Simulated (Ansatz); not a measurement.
`O[SiH2]F`, 6 atoms. Total charge 0; spin multiplicity 1. All runs use 2 threads of a server CPU on a shared host. Correlated methods freeze the cores. Open-shell runs search over several starts.

Task: Give the basis size and wall time and peak host memory of each of these runs in Ansatz. RHF-MP2/def2-QZVPP energy; RKS PBE0-D4/def2-TZVP frequencies; RKS PBE0-D4/def2-QZVPP energy; RKS PBE0-D4/def2-SVP energy; UKS PBE-D4/def2-TZVPP energy of the cation; UHF-CCSD(T)/def2-TZVPP energy of the cation; RKS PBE0-D4/def2-TZVP relaxation (7 steps); direct RPA on PBE orbitals/def2-TZVPP energy; UKS r2SCAN-D4/def2-TZVPP energy of the cation; UKS PBE0-D4/def2-TZVPP energy of the cation; RKS revPBE-D4/def2-TZVPP energy; RKS ωB97M-V/def2-QZVPP energy. (Estimate.)

Result: Ansatz gave: Other jobs shared the machine, so times are rough.

```
                                level                   job  functions  wall time  peak host memory (GiB)
                 RKS PBE0-D4/def2-SVP                energy         61      0.7 s                     0.1
             RKS revPBE-D4/def2-TZVPP                energy        146      1.1 s                    0.14
direct RPA on PBE orbitals/def2-TZVPP                energy        146      2.5 s                    0.22
               UKS PBE0-D4/def2-TZVPP  energy of the cation        146      3.9 s                    0.27
               RKS PBE0-D4/def2-QZVPP                energy        274        4 s                     0.6
                UKS PBE-D4/def2-TZVPP  energy of the cation        146      4.6 s                    0.26
                   RHF-MP2/def2-QZVPP                energy        274      7.5 s                    0.75
             UKS r2SCAN-D4/def2-TZVPP  energy of the cation        146      8.5 s                    0.23
               RKS ωB97M-V/def2-QZVPP                energy        274       10 s                    0.73
                RKS PBE0-D4/def2-TZVP  relaxation (7 steps)        117       12 s                    0.18
                RKS PBE0-D4/def2-TZVP           frequencies        117       38 s                    0.18
               UHF-CCSD(T)/def2-TZVPP  energy of the cation        146      100 s                     2.1
```
